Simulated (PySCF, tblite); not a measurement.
P2.
Geometry (GFN2-xTB, Å), atoms numbered from 1 in this order:
```
atom  x, y, z in Å
P1     0.9619   -0.0031   -0.0026
P2    -0.9591    0.0044   -0.0116
```

Theory: PBE0/pcSseg-1 in PySCF (dipole) on a GFN2-xTB geometry, gas phase.

Take the most abundant isotopes and a rigid rotor. 

Problem. What are the moment of inertia and the rotational constant?

Solution. I = 57.154 u·Å², B = 505379 MHz·u·Å²/I = 8842 MHz (0.2949 cm⁻¹, or 0.424 K as hB/k). For two atoms I = μr² with μ = 15.4869 u and r = 1.9211 Å.

Problem. List the first levels of a rigid rotor in a Σ state.

Solution. E(J) = BJ(J+1): J = 1: 0.590, J = 2: 1.770, J = 3: 3.539, J = 4: 5.899, J = 5: 8.848, J = 6: 12.388 cm⁻¹.

Problem. Has it a pure rotational spectrum?

Solution. Not by electric dipole: D∞h allows no dipole (computed 0.00 D). Rotational Raman lines (ΔJ = 2) lie at B(4J + 6), spaced by 4B = 1.180 cm⁻¹, with nuclear-spin weights that differ between even and odd J.

Its GFN2-xTB frequencies are all real (lowest 909 cm⁻¹). These are rigid-rotor constants of the computed structure; measured ground-state constants (B0) also hold zero-point vibration.
